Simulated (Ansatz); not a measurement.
Compare A (`C=CC(=O)OC`) with its isomer B (`O=CCC1CO1`).

Isolated molecules relaxed with PBE0-D4/def2-TZVP in Ansatz; ΔE leaves out vibrations. CBS: MP2 limit from def2 TZ/QZ plus the TZ coupled-cluster correction, frozen cores. DFT in def2-TZVPP. B3LYP here is the variant with VWN-RPA as its local correlation; programs differ in this. Each species was taken in one conformer, which may not be the lowest.

**Question.** Which is lower in electronic energy at CCSD(T)/CBS, and by how much? (An estimate is asked.)

**Answer.** The calculation gave: A, by 114.8 kJ/mol.

**Question.** Give E(B) − E(A) in kJ/mol with CCSD(T)/def2-SVP, LDA (SPW92), r2SCAN-D4, MP2/def2-TZVPP, CCSD/def2-TZVPP, B3LYP-D4, PBE0-D4. (Best estimate.)

**Answer.** Computed: CCSD(T)/def2-SVP 118.2, LDA (SPW92) 110.6, r2SCAN-D4 117.3, MP2/def2-TZVPP 107.8, CCSD/def2-TZVPP 111.6, B3LYP-D4 125.4, PBE0-D4 105.1. None reverses the order clearly.

**Question.** Does the order hold for the free energy at 298.15 K (harmonic terms from PBE0-D4)? (An estimate is asked.)

**Answer.** Ansatz gave: Yes: G(B) − G(A) = +113.9 kJ/mol, for one conformer each.

Largest T1 diagnostic: 0.015.

From BLYP to BHLYP (50 % exact exchange), in def2-TZVPP and without D4, E(B) − E(A) moves by −4.5 kJ/mol. At CCSD(T), def2-SVP lies +3.4 kJ/mol from the extrapolated value and def2-TZVPP −0.7 kJ/mol.
